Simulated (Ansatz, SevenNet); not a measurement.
For solid chlorine, the machine-learned potential SevenNet-l3i5 (trained on PBE and PBE+U data) gives:

| Item | Result |
|---|---|
| volume per atom | 36.83 Å³/atom |
| elastic constant C11 | 4.5 GPa |
| elastic constant C44 | 5.6 GPa |
| polycrystal shear modulus | 2.4 GPa |

**Question.** What does r²SCAN (plane waves, PAW; Ansatz, a first-principles code) give for the same quantities?

**Answer.** 
- equilibrium volume per atom: 27.94 Å³/atom (decreases by 24 %)
- elastic constant C11: 10.6 GPa (rises by 140 %)
- elastic constant C44: 10.9 GPa (goes up by 95 %)
- Voigt–Reuss–Hill shear modulus: 4.2 GPa (goes up by 75 %)

Changes are worked out from the printed values.

Unless a cell is named, each level is at its own relaxed cell (SevenNet-l3i5 36.83, r²SCAN 27.94 Å³/atom).

Caveats: the cell comes from a level without a dispersion term, which matters for the spacing of layers, chains or molecules (r²SCAN); the cell moved over 20 % in volume from its start (SevenNet-l3i5). Ansatz's density-functional and Hartree–Fock values are scalar-relativistic unless marked +SOC, with PAW data made under PBE.
